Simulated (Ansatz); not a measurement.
A calculation on bcc Ba returned lattice constant a 5.137 Å, bulk modulus 8.45 GPa.

For reference: lattice constant a 4.995 Å (measured, low-temperature or extrapolated to 0 K; zero-point anharmonic expansion removed, our sources range from 4.995 to 5.004; as tabulated in Csonka et al. (2009), arXiv:0903.4037); bulk modulus 9.34 GPa (measured, corrected for temperature and zero-point phonon effects, our sources range from 9.34 to 10.6; as tabulated in Levämäki et al. (2014), arXiv:1402.3671).

### Question
Which level of theory produced these numbers?
A) r²SCAN+SOC (Ansatz (a program for electronic structure))
B) PBE0 (Ansatz)
C) rVV10 (Ansatz)
D) PBEsol+SOC (Ansatz)

### Answer
B, PBE0 (Ansatz)

The others give: PBEsol+SOC 4.880 Å, 9.19 GPa; rVV10 4.921 Å, 10.1 GPa; r²SCAN+SOC 5.070 Å, 8.41 GPa.

Unless a cell is named, each level is at its own relaxed cell (PBE0 67.77, PBEsol+SOC 58.11, r²SCAN+SOC 65.17, rVV10 59.59 Å³/atom).

Ansatz's density-functional and Hartree–Fock values are scalar-relativistic unless marked +SOC, with PAW data made under PBE.
